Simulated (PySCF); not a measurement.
PySCF input for CH5N, SMILES NC, PBE0/pcJ-1. The structure is a stationary point at PBE0-D3(BJ)/def2-TZVP.

```python
import numpy as np
from pyscf import gto, scf, dft
from pyscf.prop.ssc import rks as ssc

mol = gto.M(
    atom='''
    C    -0.70122089   -0.01770597    0.00000000
    N     0.74517240    0.12108298   -0.00000000
    H    -1.11308974    0.48537653    0.87774572
    H    -1.11308974    0.48537651   -0.87774574
    H    -1.07528732   -1.05195947    0.00000001
    H     1.14629266   -0.33006930    0.81202774
    H     1.14629266   -0.33006931   -0.81202773
    ''',
    basis='pcJ-1',
    charge=0,
    spin=0,
    max_memory=1600,
    verbose=3,
)
mf = dft.RKS(mol, xc='pbe0')
mf.grids.level = 3
mf.conv_tol = 1e-10
mf.max_cycle = 100
mf.kernel()
j = ssc.SSC(mf)
j.with_fcsd = True
j.max_cycle_cphf = 80
j.conv_tol = 1e-7
e11 = j.kernel()
```

Program output:

```
converged SCF energy = -95.744168315414
Reduced spin-spin coupling constant K (Hz)
               #0        #1        #2        #3        #4
        0 C    0.00000
        1 N    5.19499   0.00000
        2 H   16.65632   0.78196   0.00000
        3 H   16.65582   0.78187  -0.51157   0.00000
        4 H   15.98307  -0.13986  -0.35998  -0.35990   0.00000
        5 H   -0.37850  19.73302   0.09249   0.55215   0.07234
        6 H   -0.37852  19.73287   0.55221   0.09249   0.07237
               #5        #6
        5 H    0.00000
        6 H   -0.30404   0.00000
Spin-spin coupling constant J (Hz)
               #0        #1        #2        #3        #4
        0 C    0.00000
        1 N    2.94667   0.00000
        2 H  130.70072   1.76355   0.00000
        3 H  130.69680   1.76333 -15.96102   0.00000
        4 H  125.41782  -0.31543 -11.23141 -11.22898   0.00000
        5 H   -2.97007  44.50360   2.88558  17.22695   2.25716
        6 H   -2.97023  44.50325  17.22889   2.88577   2.25781
               #5        #6
        5 H    0.00000
        6 H   -9.48596   0.00000
```

The calculation finished and met its thresholds.

Cost: around 70 core-seconds (rough).
